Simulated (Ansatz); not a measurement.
Relaxation of the cluster S₃⁺ with UKS PBE-D4/def2-TZVP.

```sh
$ ansatz run in.yaml --threads 4 --pin off --events-out ev --progress --plain --max-ram 3916MiB
```

```yaml
crystal:
  periodic: [false, false, false]
  atoms:
    - {symbol: S, position_ang: [-0.761810, 1.556540, -0.120620]}
    - {symbol: S, position_ang: [0.406480, 0.090460, -0.302280]}
    - {symbol: S, position_ang: [0.355330, -1.647000, 0.422900]}
basis:
  gaussian: {orbitals: def2-TZVP}
total_charge: 1
magnetization: {spin_polarized: true, initial_magnetization: 1}
hamiltonian: {xc: pbe, dispersion: d4}
scf: {lower_state_search: "off"}
output: {orbitals: {seedname: orbitals}}
relax: {f_tol: 0.02, max_steps: 100}
```

It took 2.5 s on 4 threads of Arm Neoverse V1 on a shared host.

Positions (Å) and forces (eV/Å) at steps 1, 2, 4 of 4:

```xyz
3
step=1 energy=-32484.1156 eV
S    -0.762    1.557   -0.121   -0.273    0.431    0.007
S     0.406    0.090   -0.302    0.228    0.051   -0.170
S     0.355   -1.647    0.423    0.045   -0.482    0.162
3
step=2 energy=-32484.1243 eV
S    -0.765    1.583   -0.129   -0.031   -0.022    0.029
S     0.394    0.088   -0.293    0.072    0.016   -0.054
S     0.370   -1.671    0.423   -0.041    0.006    0.024
3
step=4 energy=-32484.1251 eV
S    -0.767    1.576   -0.125   -0.002    0.005   -0.001
S     0.404    0.090   -0.300    0.000    0.000    0.000
S     0.363   -1.666    0.425    0.002   -0.005    0.001
```

The relaxation made no stability test and no search for a lower SCF solution. Another isomer (doublet) lies 0.52 eV lower at PBE0-D4/def2-TZVP; other spin states weren't run for this one.
